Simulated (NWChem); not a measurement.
**Correlation energy of F (+1)**

SMILES: [F+]
```xyz
1

F      0.0000     0.0000     0.0000
```
Charge +1, spin multiplicity 3.

The numbers come from NWChem runs, not from measurements.

Basis set: cc-pVTZ. Each correlation energy counts from its own Hartree-Fock reference.

The correlated methods keep 1 core orbital frozen. The stability of the SCF solutions was not checked. Open-shell Hartree-Fock references start from PBE0 orbitals. Coupled-cluster values serve here as a point of comparison, not as the truth.

Problem. For the correlation energy, URI-MP2 gives -143.2 mHa and UMP2 gives -143.2 mHa. What do SCS-UMP2, CCSD on UHF, CCSD[T] on UHF give?

Solution. SCS-UMP2: -141.5 mHa; CCSD on UHF: -158.5 mHa; CCSD[T] on UHF: -160.6 mHa.
